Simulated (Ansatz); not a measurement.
This geometry of AlBH5Si (8 atoms, charge 0, multiplicity 2) is a first-order saddle point.

Theory: UKS BHLYP-D4/def2-SVP in Ansatz 0.2.0.

```xyz
8
Properties=species:S:1:pos:R:3
B -1.960 0.923 -1.387
Al -0.383 0.352 -0.418
Si 1.035 -0.900 1.105
H -2.657 1.526 -2.139
H -0.037 1.588 -1.445
H 1.192 -0.160 2.381
H 2.376 -1.105 0.508
H 0.433 -2.224 1.395
```

(1) Which two structures does it join? (They come from a converged band through this point; their orientation in space is the band's.)

(2) How far does it lie above each of them?

## Answers

(1) Bonds broken: Al2–H5. Bonds formed: B1–H5.

First end point:

```xyz
8
Properties=species:S:1:pos:R:3
B -1.891 0.632 -1.339
Al -0.007 0.908 -0.632
Si 0.870 -0.762 0.939
H -2.999 0.438 -1.728
H 0.820 2.166 -1.103
H 1.192 -0.143 2.253
H 2.120 -1.381 0.423
H -0.104 -1.857 1.187
```

Last end point:

```xyz
8
Properties=species:S:1:pos:R:3
B -1.322 1.442 -1.498
Al -0.047 0.073 -0.715
Si 1.025 -1.091 1.159
H -2.452 1.131 -1.763
H -0.922 2.517 -1.855
H 1.195 -0.212 2.344
H 2.357 -1.621 0.779
H 0.165 -2.239 1.548
```

(2) 0.43 eV above the first and 1.11 eV above the second. This is the barrier of this one path; another mechanism may lie lower.

Run time: 99 s on 2 threads of Intel(R) Xeon(R) Platinum 8488C (Sapphire Rapids) (shared host), peak memory 0.21 GiB.
